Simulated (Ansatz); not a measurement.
Basis-set extrapolation for `N/C=C\F` (PBE0-D4/def2-TZVP geometry, frozen core, Ansatz 0.2.0). Multiplicity 1, RHF reference.

```tsv
	def2-TZVPP	def2-QZVPP
HF	-232.016984	-232.027959
MP2 correlation	-0.781316	-0.842007
CCSD(T) correlation	-0.834532	not run
```

Energies in hartree. Use E(X) = E(∞) + A·exp(−7.88·√X) for Hartree–Fock and E(X) = E(∞) + B·X^(−2.97) for correlation, with X = 3 and 4, and add CCSD(T) minus MP2 of the smaller set to the MP2 limit.

Task: What is the CCSD(T) energy at the basis-set limit?

Result: HF limit: -232.027959 + (-0.010975) × 0.13774 = -232.02947. MP2 limit: -0.842007 + (-0.060691) × 0.74074 = -0.88696. Higher-order term: -0.834532 − (-0.781316) = -0.05322. Total: -232.96965 hartree, 310.2 kJ/mol below CCSD(T)/def2-TZVPP.
